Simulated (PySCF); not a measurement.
**H₃OF, a complex of two parts: interaction energy**

One table from this session's results is given with a row withheld; the runs are named, their logs left out.

Computed with PySCF 2.14.0; each step states its level. No surroundings beyond the atoms listed, unless a continuum is named. Atoms count from 0, parts from 1.

### Starting point

5 atoms, charge 0, multiplicity 1; geometry: GFN2-xTB. Parts: 1 = atoms 0–2, `O`, charge 0; 2 = atoms 3–4, `F`, charge 0.

The first run:

The job: settings as JSON, then the geometry in Å.

```
{"job": {"xc": "PBE0", "basis": "def2-TZVPD", "d3": "d3bj", "grid": 3, "kind": "geom", "shake": 0.01}, "charge": 0, "multiplicity": 1, "parts": [{"atoms": "0-2", "charge": 0, "multiplicity": 1}, {"atoms": "3-4", "charge": 0, "multiplicity": 1}]}
O     -0.016979     0.439519     0.041185
H      0.771191     0.029007    -0.237066
H     -0.782951    -0.150288    -0.116583
F     -0.366902     2.427531    -1.547900
H     -0.268107     1.764655    -0.866457
```

The run is started by

```sh
$ OMP_NUM_THREADS=1 python cluster_run.py task.json out
```

The driver reads the jobs from task.json and runs them one after another.

Among the steps run: Relaxing the molecule at PBE0-D3(BJ)/def2-TZVPD; Coupled-cluster interaction energy: CCSD(T) and MP2, 1.67 Å; Coupled-cluster interaction energy: CCSD(T) and MP2, 1.76 Å; Coupled-cluster interaction energy: CCSD(T) and MP2, 1.84 Å; Coupled-cluster interaction energy: CCSD(T) and MP2, 1.59 Å; Coupled-cluster interaction energy: CCSD(T) and MP2, 2.09 Å; Coupled-cluster interaction energy: CCSD(T) and MP2, 1.50 Å; Coupled-cluster interaction energy: CCSD(T) and MP2, 2.51 Å; Coupled-cluster interaction energy: CCSD(T) and MP2, 3.34 Å.

One table of the session follows, with a row left open; its other results are not shown here.

It belongs to the step «Coupled-cluster interaction energy: CCSD(T) and MP2, 3.34 Å». 

```
                 method  interaction energy (kcal/mol)
         HF/aug-cc-pVDZ                          -2.06
        MP2/aug-cc-pVDZ                          -1.98
       CCSD/aug-cc-pVDZ                          -1.96
    CCSD(T)/aug-cc-pVDZ                          -1.95
         HF/aug-cc-pVQZ                              ?
        MP2/aug-cc-pVQZ                          -2.00
    SCS-MP2/aug-cc-pVQZ                          -1.96
      MP2, extrapolated                          -2.01
CCSD(T), limit estimate                          -1.98
```

**Question.** Estimate the row for HF/aug-cc-pVQZ.

As computed: interaction energy (kcal/mol): -2.04. In the column «interaction energy (kcal/mol)» it lies between HF/aug-cc-pVDZ (-2.06) and MP2, extrapolated (-2.01).
